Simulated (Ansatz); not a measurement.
How the lattice parameter a of Y (model structure, started from the beta-W type, Pm-3n, No. 223, 8 atoms in the cell) moves with the method

No measured value is used here.

```csv
level (code),value (Å)
PBE (Ansatz),6.472
PBEsol (Ansatz),___
PBE-D3(BJ) (Ansatz),6.371
```

Task: What belongs in the gaps?

Result: 
- PBEsol (Ansatz, a program for electronic structure), value (Å): 6.356

Ansatz's density-functional and Hartree–Fock values are scalar-relativistic unless marked +SOC, with PAW data made under PBE.

A model structure was made by putting elements into a prototype or built by hand; it is no filed structure, need not be a known phase, and can be a saddle point held by its symmetry.
